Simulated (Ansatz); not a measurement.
in.yaml

```yaml
crystal:
  periodic: [false, false, false]
  atoms:
    - {symbol: Cl, position_ang: [0.000000, -0.840515, 2.118041]}
    - {symbol: Ga, position_ang: [0.000000, 0.691492, 0.592878]}
    - {symbol: Ga, position_ang: [0.000000, -0.296113, -1.683627]}
    - {symbol: H, position_ang: [0.000000, 2.214155, 0.951803]}
basis:
  gaussian: {orbitals: cc-pVDZ, fitting: {mean_field: def2-universal-jkfit}}
magnetization: {spin_polarized: false, initial_magnetization: 2}
correlation: {method: fic_mrcisd_q, electrons: outside_noble_gas, active_space: {window: {electrons: 4, orbitals: 4}, states: [{multiplicity: 3, weights: [0]}]}}
scf: {omitted_lower_state_checks: [cluster_reference]}
```

```sh
$ ansatz run in.yaml --threads 1 --pin off --events-out ev --progress --plain --max-ram 2393MiB
```

Task: How does this run end?

Result: Refused. The input was made wrong on purpose (impossible set of states or weights), so the run isn't a sound calculation of what was asked.
```
Error: set 0 asks for 1 states and needs as many positive weights; it has [0.0]
```
